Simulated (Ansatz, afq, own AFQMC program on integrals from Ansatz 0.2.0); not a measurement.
## GeHO⁺, triplet: AFQMC among the cluster methods

| atom | x (Å) | y (Å) | z (Å) |
| --- | --- | --- | --- |
| Ge | 0.0000 | -0.0375 | 0.3220 |
| O | 0.0000 | 0.0862 | -1.5290 |
| H | 0.0000 | 1.3375 | 1.0643 |

Connectivity, by distances: GeH–O.

Basis cc-pVTZ. Noble-gas cores (and the filled d shells of Ga–Kr and In–Xe) are frozen. Ansatz 0.2.0 and our own AFQMC program on the same integrals; the CISD trial comes from CCSD amplitudes, and released means the phaseless constraint is let go. Error bars are statistical, one sigma. No spin–orbit coupling.

Determinant: UHF, the one that the program's search chose, which needn't be the lowest solution. The geometry is a PBE0/def2-TZVP stationary point of this or a neighbouring charge and spin state.

No full CI on the walks' own integrals is used here; CCSDT(Q) serves as the reference and is uncertain by about the last step of the cluster series.

Cautions: no relativity below Rb; no spin-orbit coupling; inner d shell frozen; lower spins were not checked; the released energies are still falling, so no released level is given (meV from the phaseless value at times in 1/Eh: -5 ± 4 at 0.24, -20 ± 4 at 0.50, -28 ± 4 at 1.00, -35 ± 5 at 1.50), though the last usable value meets CCSDT(Q) within the noise.

The T1 diagnostic is 0.0285, the weight of the determinant in the CISD state is 0.889 and the ⟨S²⟩ of the determinant is 2.041. The size of the correlated space is 10 electrons in 72 orbitals.

```tsv
level	correlation energy (eV)
MP2	-6.9380
CCSD	-7.5835
CCSD(T)	-7.8833
```

(1) Estimate where phaseless AFQMC with a CISD trial lies against CCSD(T) on the same integrals.

(1) 2.1 ± 0.5 kJ/mol below CCSD(T).

Reference: CCSDT(Q), correlation energy -7.949 eV.

| level | E − E(reference) (kJ/mol) | share of correlation (%) |
| --- | --- | --- |
| CCSD(T) | 6.4 | 99.17 |
| CCSDT | 2.3 | 99.69 |
| ph-AFQMC/CISD | 4.3 ± 0.5 | 99.44 |

A walk keeps the symmetry of its determinant, which the program's search chose and which needn't be the lowest solution, so a lower state of the same spin and another symmetry isn't excluded.
